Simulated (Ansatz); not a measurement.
The input, for Ansatz 0.2.0:

```yaml
crystal:
  periodic: [false, false, false]
  atoms:
    - {symbol: C, position_ang: [0.000000, 0.000000, 0.000000]}
    - {symbol: Li, position_ang: [0.000000, 0.000000, 4.437000]}
basis:
  gaussian: {orbitals: "6-31++G**"}
total_charge: -1
magnetization: {spin_polarized: false, initial_magnetization: 2}
hamiltonian: {xc: {name: PBE}}
correlation: {method: fic_mrcisd_q, electrons: outside_noble_gas}
```

```sh
$ ansatz run in.yaml --threads 1 --pin off --events-out ev --progress --plain --max-ram 2393MiB
```

(1) One thing in this input was set wrong on purpose, beside settings that are merely unusual. What is the gravest fault, and what does the program do?

Answers

(1) Method needs an active space. How the run ends: refused.
```
Error: this correlation method needs an active space: name one as the reference
```
